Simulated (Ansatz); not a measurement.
Input for Ansatz (development build ahead of 0.2.0):

```yaml
crystal:
  periodic: [false, false, false]
  atoms:
    - { symbol: "N", position_ang: [0.0, 0.0, 0.0] }
    - { symbol: H, position_ang: [0.0, 0.0, 1.56] }
basis:
  gaussian: { orbitals: "6-31G" }
magnetization:
  spin_polarized: true
hamiltonian:
  xc: pbe0
scf:
  omitted_lower_state_checks: [starts, atomic_configurations, cluster_reference, orbital_swaps, given_window_search, neighbouring_geometries, increment]
output:
  forces: true
```

The input is written out in the form of the current development build from the run's settings.

The run gave:

| Property | Result |
| --- | --- |
| Converged | yes |
| Total energy | -55.05037 hartree |
| Spin squared of the determinant | 1.000 |
| Stability test | minimum |

Forces (eV/Å):
```
atom     Fx     Fy      Fz
  N1  0.000  0.000   4.462
  H2  0.000  0.000  -4.462
```

Caution: another spin multiplicity may lie lower; the unrestricted determinant is a mixture of spin states.
